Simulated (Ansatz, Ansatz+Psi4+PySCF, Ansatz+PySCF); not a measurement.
```xyz
8

C     0.0000   -0.1876   -1.2263
N     0.0000    0.4717   -0.0202
C     0.0000   -0.1559    1.2083
H     0.0000    0.3949   -2.1318
H     0.0000   -1.2636   -1.2037
H     0.0000    1.4814   -0.0184
H     0.0000    0.5683    2.0413
O     0.0000   -1.3093    1.3509
```

Basis set: cc-pVTZ (spherical functions). Left uncorrelated: 4 orbitals. Correlation on ROHF uses semicanonical orbitals with singles. Charge 0, multiplicity 2.

Computed with Ansatz (development build ahead of 0.2.0); each method stands on the lowest determinant of its kind that the runs found.

Give the atomization energy at this shape (free ground-state atoms in the same class of orbitals less the molecule, no zero-point energy) of doublet C₂H₄NO by ROHF-MP2, UHF-MP2.

```tsv
method	atomization energy
ROHF-MP2	32.33 eV
UHF-MP2	32.28 eV
```
